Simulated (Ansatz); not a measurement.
Two shapes of singlet H₅O₂(+).

Shape 1:

```xyz
7

H    -0.0476    0.0126   -0.0158
O     1.1754    0.0839    0.0552
O    -1.1449   -0.0494    0.0489
H     1.6106    0.7646    0.5036
H    -1.5776   -0.8112    0.4307
H     1.6882   -0.2383   -0.7034
H    -1.7820    0.2462   -0.7075
```

Shape 2:

```xyz
7

H    -0.0953    0.0276   -0.0724
O     1.1211    0.0342    0.0380
O    -1.1899   -0.0531    0.1095
H     1.6396    0.6948    0.5033
H    -1.5884   -0.7747    0.4960
H     1.7011   -0.2661   -0.6343
H    -1.7900    0.1855   -0.6631
```

Basis set: 6-31G (spherical functions). Correlated methods keep 2 orbitals frozen. Charge 1, multiplicity 1.

Computed with Ansatz (development build ahead of 0.2.0); each method stands on the lowest determinant of its kind that the runs found.

(1) Which shape is lower in energy, and by how much in each method?

Results:

(1)

| method | E(2) − E(1) (eV) |
| --- | --- |
| RHF | 0.109 |
| RHF-MP2 | 0.169 |

Shape 1 is lower.
